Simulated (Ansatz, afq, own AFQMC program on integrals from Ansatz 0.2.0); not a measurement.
SiO, triplet → SiO, quintet

| atom | x (Å) | y (Å) | z (Å) |
| --- | --- | --- | --- |
| Si | 0.0000 | 0.0000 | 0.0000 |
| O | 0.0000 | 0.0000 | 1.7235 |

E(quintet, charge +0) − E(triplet, charge +0) at this geometry, on UHF and UHF determinants.

Basis 6-31G. Only valence electrons are correlated. Integrals, coupled cluster, full CI and functionals: Ansatz 0.2.0; the random walks run on the same integrals in our own AFQMC program. ph-AFQMC/CISD is guided by a CISD state made of CCSD amplitudes; releasing the constraint for a short imaginary time cuts its bias at the price of noise, slowly where states lie close. Uncertainties: one standard error, sampling alone. The errors of all members are added in quadrature.

Full CI on the same integrals is exact in this basis and with this determinant's frozen core.

Errors are counted within 6-31G, not against nature.

Cautions: SiO (triplet): another spin lies lower, the CCSDT(Q) amplitudes may be one of several solutions (largest double 0.69), the CCSDTQ amplitudes may be one of several solutions (largest double 0.75), the released energy hasn't reached full CI (173 meV above it at 2.40 1/Eh), so no released level is given (meV from the phaseless value at times in 1/Eh: 13 ± 9 at 0.24, 7 ± 9 at 0.51, -14 ± 11 at 0.99, -43 ± 13 at 1.62, -14 ± 13 at 2.40), the determinant fills πx and πy unequally, so it mixes two states of the linear molecule, and each level undoes that mixture to a different degree, while full CI gives the lower state, its ph-AFQMC/CISD value lies 187 ± 10 meV above full CI; SiO (quintet): another spin lies lower, the ph-AFQMC/HF walk drifts between its halves (2.1 errors), its ph-AFQMC/CISD value lies 19 ± 3 meV above full CI; core correlation is missing, and it shifts such a gap most where an s electron is promoted.

```json
{"level": "CCSD", "vertical spin gap (kcal/mol)": "65.1"}
{"level": "MP2", "vertical spin gap (kcal/mol)": "62.4"}
```

(1) From these cheaper values, estimate the vertical spin gap at the reference level in 6-31G.

(1) 71.0 kcal/mol (full CI in 6-31G).

| level | vertical spin gap (kcal/mol) | error against FCI (kcal/mol) |
| --- | --- | --- |
| HF | 51.6 | -19.4 |
| CCSD(T) | 66.5 | -4.5 |
| CCSDT | 70.3 | -0.6 |
| CCSDT(Q) | 71.2 | 0.2 |
| CCSDTQ | 70.9 | -0.1 |
| ph-AFQMC/HF | 66.2 ± 0.9 | -4.8 ± 0.9 |
| ph-AFQMC/CISD | 67.1 ± 0.2 | -3.9 ± 0.2 |

Correlation beyond CCSD(T) adds 4.5 kcal/mol. The perturbative (T) step is worth +1.4 kcal/mol. Where a determinant mixes two states, these steps and errors hold in part the undoing of that mixture, and only full CI is sure.

CCSDT and higher add their correlation energy to the determinant of the CCSD(T) run, since their own runs factorise the integrals more tightly (a shift of under 2 meV).
